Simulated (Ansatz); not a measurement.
# BSiH4 (doublet): wave-function methods side by side at distance B1–H4 along a hydrogen transfer = 1.194 Å, cc-pVDZ

The task here is to estimate one member of a computed series from the others.

Method: cc-pVDZ, core rule «outside noble gas», up to 6 orbitals frozen; program: Ansatz 0.2.0, Gaussian basis.

Plan: UHF; CCSD(T) on ROHF; CCSD(T) on UHF; BCCD(T) on ROHF; CISD; CCSDT(Q) on ROHF; CCSDT(Q) on UHF; CASSCF and MRCISD+Q, 3 electrons in 3 orbitals; CASSCF and NEVPT2, 3 electrons in 3 orbitals; CASSCF and NEVPT2, 9 electrons in 9 orbitals.

6 further runs of the same task are left out: 5 that didn't finish, 1 set aside as unsound or not needed.

## What is computed

The geometry derives from fragments relaxed apart (PBE0/def2-TZVP) and kept rigid, so it is no stationary point. A hydrogen atom is moved between rigid fragments.

6 atoms, charge 0, spin multiplicity 2.

Atoms are counted from 1 here; the program's logs count them from 0.

Bond lengths: B1–H2 1.193 Å, B1–H3 1.193 Å, B1–H4 1.193 Å, Si5–H6 1.532 Å. Angles: H2–B1–H3 120.0°, H2–B1–H4 120.0°, H3–B1–H4 120.0°.

The first run:

File in.yaml:

```yaml
crystal:
  periodic: [false, false, false]
  atoms:
    - {symbol: B, position_ang: [-2.045186, 0.034738, 0.000000]}
    - {symbol: H, position_ang: [-2.641919, 1.068310, 0.000000]}
    - {symbol: H, position_ang: [-2.641920, -0.998833, 0.000000]}
    - {symbol: H, position_ang: [-0.851721, 0.034738, 0.000000]}
    - {symbol: Si, position_ang: [0.958814, 0.034738, 0.000000]}
    - {symbol: H, position_ang: [1.355248, -1.444775, 0.000000]}
basis:
  gaussian: {orbitals: cc-pVDZ}
magnetization: {spin_polarized: true, initial_magnetization: 1}
hamiltonian: {xc: hf}
output: {orbitals: {seedname: orbitals}}
```

The run is started by

```console
> ansatz run in.yaml --threads 1 --pin off --events-out ev --progress --plain --max-ram 2393MiB
```

Among the steps run: UHF; CCSD(T) on ROHF; CCSD(T) on UHF; BCCD(T) on ROHF; CISD; CCSDT(Q) on ROHF; CCSDT(Q) on UHF; CASSCF and MRCISD+Q, 3 electrons in 3 orbitals; CASSCF and NEVPT2, 3 electrons in 3 orbitals; CASSCF and NEVPT2, 9 electrons in 9 orbitals.

One of the session's tables, all rows but one given; the rest of the session is left out.

```
       method  from UCCSDT(Q) (meV)
         ROHF               +6087.9
          UHF               +5967.8
         RMP2               +1431.0
         UMP2               +1456.7
         CISD                +671.4
        RCCSD                +176.1
        UCCSD                +173.5
     RCCSD(T)                 +41.6
     UCCSD(T)                 +42.1
      BCCD(T)                 +41.5
       RCCSDT                  +5.9
       UCCSDT                  +5.8
    RCCSDT(Q)                  +0.6
    UCCSDT(Q)                     0
  CASSCF pair                     ?
  NEVPT2 pair               +1442.6
  MRCISD pair                +603.6
MRCISD+Q pair                 +66.7
```

**Question.** Estimate the row for CASSCF pair.

The run gave: from UCCSDT(Q) (meV): +5674.3. In the column «from UCCSDT(Q) (meV)» it lies between UMP2 (+1456.7) and UHF (+5967.8).

Among the levels timed on like hardware and quicker than the yardstick, those that no quicker one beats, quickest first: NEVPT2 pair (1.2 s, +1442.6 meV); MRCISD+Q pair (1.4 s, +66.7 meV); BCCD(T) (2.8 s, +41.5 meV); RCCSDT(Q) (28 s, +0.6 meV).

Left out of the table: CASSCF frontier, NEVPT2 frontier (the active space lost an orbital or holds another state than full CI finds).

Limits of these values: Of the multireference levels listed MRCISD+Q pair comes nearest in total energy (+66.7 meV), which doesn't show that its space is the better one. Restricted and unrestricted rows rest on different reference determinants; where their highest levels disagree by more than a few hundredths of an eV, they describe different states and don't form one ladder. Warnings in the runs' records: passed over end.
